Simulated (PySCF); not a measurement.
Beryllium: a sound run and one with changed settings

Sound run: Be [He] 2s2, Be⁺ [He] 2s1. Computed with PySCF 2.14 in aug-cc-pVDZ-DK, with the spin-free X2C one-electron Hamiltonian (Gaussian nucleus). In the sound run the correlated levels freeze 1s2. The sound run starts from symmetry-adapted Hartree-Fock orbitals and uses a fine grid where one is needed.

Changed run: basis STO-3G, all-electron and non-relativistic. This setting is unsound on purpose.

| species | method | sound run (hartree) | changed run (hartree) | converged |
| --- | --- | --- | --- | --- |
| Be | UHF | -14.57489 | -14.35188 | yes |
| Be | MN15 | -14.66165 | -14.33935 | yes |
| Be | PBE | -14.63034 | -14.40592 | yes |
| Be | MP2 | -14.60066 | -14.37567 | yes |
| Be | CCSD(T) | -14.61939 | -14.40333 | yes |
| Be⁺ | UHF | -14.27811 | -14.09784 | yes |
| Be⁺ | MN15 | -14.33095 | -14.05313 | yes |
| Be⁺ | PBE | -14.29809 | -14.11224 | yes |

Ionisation energy of Be:

```json
{"method": "UHF", "sound run (eV)": "8.076", "changed run (eV)": "6.913"}
{"method": "MN15", "sound run (eV)": "8.999", "changed run (eV)": "7.788"}
{"method": "PBE", "sound run (eV)": "9.041", "changed run (eV)": "7.991"}
{"method": "MP2", "sound run (eV)": "8.777", "changed run (eV)": "7.560"}
{"method": "SCS-MP2", "sound run (eV)": "8.917", "changed run (eV)": "7.690"}
{"method": "CCSD", "sound run (eV)": "9.287", "changed run (eV)": "8.313"}
{"method": "CCSD(T)", "sound run (eV)": "9.287", "changed run (eV)": "8.313"}
{"method": "CCSDT", "sound run (eV)": "9.287", "changed run (eV)": "8.313"}
{"method": "FCI", "sound run (eV)": "9.287", "changed run (eV)": "8.313"}
```

A minimal basis cannot let orbitals breathe on ionisation and holds almost no correlation. The Hamiltonian changed with the basis, so the totals do not compare.

For comparison, NIST gives 9.323 eV between the lowest levels.
